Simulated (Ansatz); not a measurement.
C$_{2}$H$_{3}$FN$_{2}$ (`N=CN=CF`). The species carries charge 0 and has multiplicity 1. Geometry: relaxed with PBE0-D4/def2-TZVP. It is one conformer, not always the lowest.

```xyz
8

N    -1.958   -0.368   -0.532
C    -0.869    0.180   -0.213
N     0.291   -0.556    0.090
C     1.365    0.020    0.359
F     1.545    1.344    0.388
H    -1.842   -1.383   -0.529
H    -0.815    1.268   -0.165
H     2.284   -0.506    0.601
```

**Question.** What is the dipole moment at ωB97M-V/def2-TZVPP? (An estimate is asked.)

**Answer.** Ansatz gave: 2.77 D, with components (2.66, -0.28, 0.71) D in this frame, pointing from negative to positive charge.

**Question.** And with PBE, r2SCAN, B3LYP? (An estimate is asked.)

**Answer.** The calculation gave: PBE 2.60 D, r2SCAN 2.70 D, B3LYP 2.70 D.

**Question.** Give the Mulliken charges with ωB97M-V, r2SCAN, B3LYP in def2-TZVPP. (An estimate is asked.)

**Answer.** Computed: 
| atom | ωB97M-V | r2SCAN | B3LYP |
| --- | --- | --- | --- |
| N1 | -0.22 | -0.29 | -0.22 |
| C2 | 0.06 | 0.13 | 0.04 |
| N3 | -0.22 | -0.26 | -0.21 |
| C4 | 0.19 | 0.24 | 0.17 |
| F5 | -0.17 | -0.17 | -0.18 |
| H6 | 0.12 | 0.16 | 0.15 |
| H7 | 0.11 | 0.09 | 0.11 |
| H8 | 0.14 | 0.11 | 0.14 |

B3LYP here is the variant with VWN-RPA as its local correlation; programs differ in this.
